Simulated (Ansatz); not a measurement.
# U-r2SCAN/6-311+G(d,p) run of Si2H5O (SMILES [SiH2]O[SiH3])

What is the vertical electron affinity of Si2H5O at U-r2SCAN/6-311+G**? 

Program for the calculation: Ansatz 0.2.0.

37 further runs of the same task are left out: 37 set aside as unsound or not needed.

## 1. The structure to begin with

Si2H5O has 8 atoms, charge 0, and is taken as a doublet. SMILES: `[SiH2]O[SiH3]`. The coordinates come from a PBE0-D4/def2-TZVP relaxation. This is one conformer, not always the lowest.

Bond lengths: Si1–O2 1.637 Å, O2–Si3 1.638 Å, Si1–H4 1.490 Å, Si1–H5 1.494 Å, Si3–H6 1.482 Å, Si3–H7 1.485 Å, Si3–H8 1.486 Å. Angles: Si1–O2–Si3 146.3°, O2–Si1–H4 107.9°, O2–Si1–H5 109.9°, O2–Si3–H6 108.1°, O2–Si3–H7 109.9°, O2–Si3–H8 110.1°, H4–Si1–H5 110.4°, H6–Si3–H7 109.7°, H6–Si3–H8 109.8°, H7–Si3–H8 109.2°.

## 2. The energy at U-r2SCAN/6-311+G(d,p)

input.yaml reads:

```yaml
crystal:
  periodic: [false, false, false]
  atoms:
    - {symbol: Si, position_ang: [-1.281200, 0.933000, -0.865900]}
    - {symbol: O, position_ang: [-0.352300, -0.279200, -0.276900]}
    - {symbol: Si, position_ang: [0.765000, -0.723000, 0.835900]}
    - {symbol: H, position_ang: [-1.902800, 0.458100, -2.133600]}
    - {symbol: H, position_ang: [-0.440600, 2.142000, -1.118700]}
    - {symbol: H, position_ang: [1.291900, -2.054600, 0.453100]}
    - {symbol: H, position_ang: [0.138100, -0.799300, 2.180400]}
    - {symbol: H, position_ang: [1.874100, 0.266000, 0.869800]}
basis:
  gaussian: {orbitals: 6-311+G_st__st_-spherical.json}
accuracy: high
output: {orbitals: {seedname: orbitals}}
magnetization: {spin_polarized: true, initial_magnetization: 1}
hamiltonian: {xc: {name: r2SCAN}}
```

The basis set 6-311+G** is read from a file made from the Basis Set Exchange's data (not shown).

Started as:

```sh
$ ansatz run input.yaml --threads 1 --pin off --max-ram 3480MiB --events-out events.jsonl --progress --plain --runs-dir runs
```

Standard output:

```text
Warning: RAYON_NUM_THREADS=1 ignored (pool sized by the plan → 1); use --threads N
Functional definition: r2SCAN
  name "r2SCAN"
  parameter k0 = 0.174
  parameter k1 = 0.065
  parameter a1 = 4.9479
  exchange = r2scan_x(k0 = k0, k1 = k1, a1 = a1)
  correlation = r2scan_c
2081 factors; integrals over basis functions are off by at most 4.2e-9 eV
mean field evaluation 1: about -17876.4419 eV, gradient 4.3e1 eV
mean field evaluation 2: about -17841.0297 eV, gradient 9.8e1 eV
mean field evaluation 4: about -17882.4796 eV, gradient 1.9e0 eV
mean field evaluation 8: about -17882.4948 eV, gradient 1.2e-1 eV
mean field evaluation 16: about -17882.4948 eV, gradient 4.4e-5 eV
mean field -17882.49484450 eV, -657.1695643450 hartree, gradient 5.8e-8 eV, S^2 0.752339; 0 other end points of the search recorded, 0 dependent functions left out
reference -17882.49485166 eV, -657.1695646080 hartree; 21, 20 occupied and 91, 92 virtual orbitals, 2081 factors
Total energy: -17882.49485166 eV, -657.1695646080 hartree
```

Run time: 27 s. Hardware: 1 thread of Arm Neoverse V1, shared host; peak memory 0.52 GiB.

## 3. The singlet anion

run.yaml reads:

```yaml
crystal:
  periodic: [false, false, false]
  atoms:
    - {symbol: Si, position_ang: [-1.281200, 0.933000, -0.865900]}
    - {symbol: O, position_ang: [-0.352300, -0.279200, -0.276900]}
    - {symbol: Si, position_ang: [0.765000, -0.723000, 0.835900]}
    - {symbol: H, position_ang: [-1.902800, 0.458100, -2.133600]}
    - {symbol: H, position_ang: [-0.440600, 2.142000, -1.118700]}
    - {symbol: H, position_ang: [1.291900, -2.054600, 0.453100]}
    - {symbol: H, position_ang: [0.138100, -0.799300, 2.180400]}
    - {symbol: H, position_ang: [1.874100, 0.266000, 0.869800]}
basis:
  gaussian: {orbitals: 6-311+G_st__st_-spherical.json}
total_charge: -1
hamiltonian: {xc: r2scan}
output: {orbitals: {seedname: orbitals}}
accuracy: high
```

The basis set 6-311+G** is read from a file made from the Basis Set Exchange's data (not shown).

Started as:

```sh
$ ansatz run run.yaml --threads 1 --pin off --max-ram 3480MiB --events-out events.jsonl --progress --plain --runs-dir runs
```

Standard output:

```text
Warning: RAYON_NUM_THREADS=1 ignored (pool sized by the plan → 1); use --threads N
Functional definition: r2SCAN
  name "r2SCAN"
  parameter k0 = 0.174
  parameter k1 = 0.065
  parameter a1 = 4.9479
  exchange = r2scan_x(k0 = k0, k1 = k1, a1 = a1)
  correlation = r2scan_c
2082 factors; integrals over basis functions are off by at most 4.2e-9 eV
mean field evaluation 1: about -17881.4132 eV, gradient 2.4e1 eV
mean field evaluation 2: about -17875.5378 eV, gradient 4.5e1 eV
mean field evaluation 4: about -17883.0485 eV, gradient 1.6e0 eV
mean field evaluation 8: about -17883.0546 eV, gradient 9.4e-2 eV
mean field evaluation 16: about -17883.0546 eV, gradient 2.4e-5 eV
mean field -17883.05463564 eV, -657.1901362901 hartree, gradient 6.6e-8 eV, S^2 0.000000; 1 other end points of the search recorded, 0 dependent functions left out
reference -17883.05463699 eV, -657.1901363396 hartree; 21, 21 occupied and 91, 91 virtual orbitals, 2082 factors
Total energy: -17883.05463699 eV, -657.1901363396 hartree
```

It took 17 s on 1 thread of Arm Neoverse V1, shared host; peak memory 0.35 GiB.

## 4. Results

Level: U-r2SCAN/6-311+G**.

| quantity | value |
| --- | --- |
| doublet Si2H5O: total energy | -657.16956 Eh |
| doublet Si2H5O: HOMO energy (highest over α and β) | -5.25 eV |
| doublet Si2H5O: LUMO energy (lowest over α and β) | -2.71 eV |
| doublet Si2H5O: ⟨S²⟩ | 0.752 |
| singlet anion: total energy | -657.19014 Eh |
| singlet anion: HOMO energy | 1.71 eV |
| singlet anion: LUMO energy | 3.14 eV |
| singlet anion: HOMO–LUMO gap (to an unbound level, set by the basis) | 1.44 eV |
| vertical electron affinity (to the singlet anion) | 0.560 eV |

What this shows: At fixed nuclei the extra electron is bound by 0.56 eV (12.9 kcal/mol). The HOMO (singlet anion) lies at positive energy, 1.71 eV, as semi-local functionals often give for anions; only total energies tell whether the electron is bound.
